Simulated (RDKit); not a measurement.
RDKit input (UFF):

```python
from rdkit import Chem
from rdkit.Chem import AllChem, rdDetermineBonds

mol = Chem.MolFromXYZFile('mol.xyz')
rdDetermineBonds.DetermineBonds(mol, charge=0)
print('SMILES', Chem.MolToSmiles(Chem.RemoveHs(mol)))
ff = AllChem.UFFGetMoleculeForceField(mol)
e0 = ff.CalcEnergy()
flag = ff.Minimize(maxIts=5000, forceTol=1e-5)
print(f'energy {e0:.4f} -> {ff.CalcEnergy():.4f} kcal/mol, converged: {flag == 0}')
print(Chem.MolToXYZBlock(mol))
```
mol.xyz:
```
10

O      0.00640950     0.00082813     1.39432741
C      0.00085310     0.00011022     0.18558322
C     -0.00523531     1.28535289    -0.61238490
C     -0.00038784    -1.28607943    -0.61087992
H      0.00270891     2.14131370     0.05812234
H     -0.00216275    -2.14124313     0.06068828
H     -0.88988472     1.32626971    -1.25304413
H      0.86529604     1.32407970    -1.27214134
H      0.87833452    -1.32776204    -1.25959603
H     -0.87694764    -1.32558514    -1.26255881
```

Q: Which steric energies does it print, before and after the minimisation?

A: 4.82 and 2.85 kcal/mol. They count from the force field's own zero for this bonding and are no heats of formation.
